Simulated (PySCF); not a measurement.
Species: [S4]2- (charge -2).
Bonds: S1–S2, S2–S3, S3–S4.

Level of theory: PBE0-D3(BJ)/def2-SVP geometry optimisation, gas phase in PySCF.

What internal coordinates does the optimisation give?

```csv
bond,length (pm)
"S1–S2, S3–S4",209.0
S2–S3,215.3
```

Bonds in one row agree within 1 pm and their mean is given. A selection of angles:
```csv
angle,degrees
S1–S2–S3,117.0
```

Dihedral angles: S1–S2–S3–S4 -97° (anticlinal).

S2 (sulfur bonded to 2 S) is bent (angle 117.0°). The S–S distances run from 2.090 Å (S3–S4) to 2.153 Å (S2–S3), a spread of 0.063 Å.

Point group: C2 (tolerance 0.08 Å). No frequency check. Whether so highly charged an anion holds all its electrons in the gas phase wasn't checked; a finite basis holds them in any case. The ion is multiply charged and computed without counter-ions or solvent. The geometry's basis has no diffuse functions, a weakness for an anion.


Species: CH₂Si.
Atom-mapped SMILES: `[CH:1]#[SiH:2]` (hydrogens: H3 on C1; H4 on Si2)

Computed geometry: GFN2-xTB, gas phase.

Question: List the bond lengths and angles at this level.

Answer: 
```
  bond  length (pm)
C1≡Si2        169.6
 C1–H3        108.7
Si2–H4        145.7
```

A selection of angles:
```
    angle  degrees
Si2–C1–H3    119.1
C1–Si2–H4    170.7
```

Si2 (silicon bonded to C and H) is almost linear (angle 170.7°). C1 (triply bonded carbon) is bent (angle 119.1°).

Point group: Cs (every atom within 0.08 Å of its image). GFN2-xTB frequencies: not computed here.
